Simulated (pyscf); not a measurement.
Thermochemistry of product channels of `[OH][Si]([OH])([OH])[F]` + `[F]` [doublet] on the doublet surface, in kcal/mol, from ωB97M-D3(BJ)/def2-TZVP energies (ideal gas, 1 atm, RRHO with modes under 100 cm⁻¹ raised to 100, one conformer, R ln 2 for chiral ones without a mode under 150 cm⁻¹). Optimised with ωB97X-D3(BJ)/def2-SVP in PySCF.

```json
[
 {"products": "`[O][Si]([OH])([OH])[F]` [doublet] + `[FH]`", "ΔE": "-10.0", "ΔH(298 K)": "-11.1", "ΔG(298 K)": "-12.9", "ΔG(600 K)": "-14.6"},
 {"products": "`[OH2]` + `[O][Si]([OH])([F])[F]` [doublet]", "ΔE": "-18.2", "ΔH(298 K)": "-18.9", "ΔG(298 K)": "-21.4", "ΔG(600 K)": "-23.7"}
]
```

These are energies of the channels, which say nothing of barriers. Left out: orbital degeneracy and the spin-orbit lowering of F.
